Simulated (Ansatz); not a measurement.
Energy needed to pull apart BNH₄S (SMILES NBS), singlet, into free ground-state atoms, from the structure below (displaced at random from a GFN2-xTB minimum); no zero-point or spin–orbit terms; open-shell atoms are treated unrestricted, in their ground-state multiplicity.

```
7
angstrom
N -0.5953 0.3679 -0.5922
B 0.0205 0.2873 0.6247
S 1.3629 -0.9884 0.8828
H -0.4016 -0.1255 -1.5347
H -1.4305 1.0923 -0.7326
H -0.2874 0.9108 1.6693
H 1.3073 -1.5425 -0.3561
```

Program: Ansatz 0.2.0. Basis: def2-TZVPP. Cores are frozen in the correlated methods. B3LYP uses VWN-RPA correlation.

```csv
method,atomization energy (kJ/mol)
PBE-D4,2471
BLYP-D4,?
r2SCAN-D4,2419
PBE0-D4,?
B3LYP-D4,2425
wB97M-V,2431
HF,1714
MP2,2360
CCSD,2293
CCSD(T),2331
```

(1) What does BLYP-D4 give? (Judge from chemistry; the value comes from the calculation.)

(2) What does PBE0-D4 give? (To be estimated.)

The T1 diagnostic stays at or below 0.013.

## Answers

(1) By the calculation: 2431 kJ/mol, which is about 100 kJ/mol more than CCSD(T)/def2-TZVPP.

(2) By the calculation: 2417 kJ/mol, which is about 86 kJ/mol more than CCSD(T)/def2-TZVPP.

In triple zeta the MP2 and coupled-cluster atomization energies are still short of their basis limit by a few kcal/mol a bond, whereas those of the functionals are nearly converged, so these differences are not deviations from converged CCSD(T).

For scale, one of the runs: CCSD(T)/def2-TZVPP forces, 160 basis functions (an equivalent command: `ansatz run in.yaml --threads 4`). The run took 40 s on 4 CPU threads (shared host), with 2.2 GiB of host memory at its peak.
